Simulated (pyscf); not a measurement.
F–GeH₃ → F–GeH: [singlet] + hydrogen (H₂) (1,1-elimination; singlet surface; Ge–H, Ge–H broken, H–H formed). PySCF, gas phase, ωB97X-D3(BJ)/def2-SVP geometries. Energies in eV from the reactant's lowest minimum found.

```json
[
 {"level": "ωB97X-D3(BJ)/def2-TZVP", "barrier": "___", "reaction energy": "+1.45"},
 {"level": "PBE/def2-TZVP", "barrier": "___", "reaction energy": "___"},
 {"level": "r²SCAN/def2-TZVP", "barrier": "2.47", "reaction energy": "+1.45"},
 {"level": "PBE0-D3(BJ)/def2-TZVP", "barrier": "2.57", "reaction energy": "+1.45"},
 {"level": "M06-2X/def2-TZVP", "barrier": "2.75", "reaction energy": "+1.35"},
 {"level": "ωB97M-D3(BJ)/def2-TZVP", "barrier": "2.69", "reaction energy": "+1.27"}
]
```

What belongs in the gaps?


- ωB97X-D3(BJ)/def2-TZVP, barrier: 2.84
- PBE/def2-TZVP, barrier: 2.29
- PBE/def2-TZVP, reaction energy: +1.22

The functionals in the table span 0.55 eV in this barrier, from PBE to ωB97X-D3(BJ)/def2-TZVP. One saddle was located; it need not be the lowest between these sides. Elements up to Kr have no core potential and no relativistic terms here.
